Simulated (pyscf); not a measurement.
# Four-centre exchange: F–BH–F + hydrogen fluoride (HF) -> F–BH–F + hydrogen fluoride (HF)

Gas phase, singlet surface, charge 0. Bonds broken: B2–H4, F5–H6. Bonds formed: B2–H6, H4–F5. Structures and frequencies: ωB97X-D3(BJ)/def2-SVP in PySCF. MP2 and CC: frozen core, UHF for open shells. ΔMP2 is the change of the MP2 total energy from the triple- to the quadruple-zeta basis.

Transition state (Å):

```xyz
6

F      0.2647    -0.3203     1.2044
B     -0.8316    -0.3196     0.4752
F     -1.6005    -1.3883     0.4902
H     -1.4362     1.0201     0.0472
F     -1.4733     1.7678    -0.9805
H     -0.9351     0.6495    -0.7054
```

One imaginary mode, 2761i cm⁻¹; descent along it reached the two sides named.

```tsv
bond	change	reactant side (Å)	saddle	product side
B2–H4	breaks	1.198	1.531	3.5
F5–H6	breaks	0.923	1.271	2.447
B2–H6	forms	3.1	1.531	1.201
H4–F5	forms	2.428	1.271	0.924
```

Electronic energies relative to the separated reactants (eV):

| level | barrier | reaction energy | reverse barrier |
|---|---|---|---|
| ωB97X-D3(BJ)/def2-TZVP | 3.22 | 0.00 | 3.22 |
| PBE/def2-TZVP | 2.66 | 0.00 | 2.66 |
| r²SCAN/def2-TZVP | 2.96 | 0.00 | 2.96 |
| B3LYP-D3(BJ)/def2-TZVP | 3.12 | 0.00 | 3.12 |
| PBE0-D3(BJ)/def2-TZVP | 3.04 | 0.00 | 3.04 |
| M06-2X/def2-TZVP | 3.39 | 0.00 | 3.39 |
| ωB97M-D3(BJ)/def2-TZVP | 3.20 | 0.00 | 3.20 |
| HF/def2-TZVP | 4.38 | 0.00 | 4.38 |
| MP2/def2-QZVPP | 3.35 | 0.00 | 3.35 |
| CCSD/def2-TZVPP | 3.59 | 0.00 | 3.59 |
| CCSD(T)/def2-TZVPP | 3.42 | 0.00 | 3.42 |
| CCSD(T)/def2-TZVPP + ΔMP2(QZVPP) | 3.40 | 0.00 | 3.40 |

With CCSD(T)/def2-TZVPP + ΔMP2(QZVPP) energies and thermal terms (ideal gas, 1 atm, RRHO with modes under 100 cm⁻¹ raised to 100, one conformer, R ln 2 for rigid chiral ones), in eV:

| T (K) | ΔH‡ | ΔG‡ | ΔH | ΔG |
|---|---|---|---|---|
| 298 | 3.27 | 3.66 | 0.00 | 0.00 |
| 600 | 3.28 | 4.05 | 0.00 | 0.00 |
| 900 | 3.30 | 4.43 | 0.00 | 0.00 |
| 1200 | 3.33 | 4.80 | 0.00 | 0.00 |

Another saddle between the same species, by other bonds, lies lower (0.74 eV against 3.20 eV at ωB97M-D3(BJ)). The CCSD(T) − MP2 part came from Ansatz, without density fitting, on the same reference.
